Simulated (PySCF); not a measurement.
# Al: ionisation energy

Al [Ne] 3s2 3p1 (2P) → Al⁺ [Ne] 3s2 (1S), as a difference of total energies. Calculation: PySCF 2.14, in aug-cc-pVDZ-DK (5s4p2d, 27 functions); the spin-free X2C one-electron Hamiltonian (Gaussian nucleus). Correlated levels: valence: [Ne] frozen. The calculations carry no spin-orbit coupling.

```csv
method,ionisation energy (eV)
UHF,5.586
LDA,6.029
PBE,6.075
PBE0,6.089
r2SCAN,6.163
M06,5.826
M06-L,5.876
TPSSh,6.139
B3LYP,6.025
MP2 (valence),5.744
SCS-MP2 (valence),5.723
```

Question: How much does correlation contribute at MP2 (valence)?

Answer: 5.744 − (5.586) = 0.158 eV, measured against UHF.

Errors of the correlated levels include the incompleteness of this basis and the frozen core.

For comparison: 5.977 eV (measured; NIST levels, between the centres of gravity of the two terms).
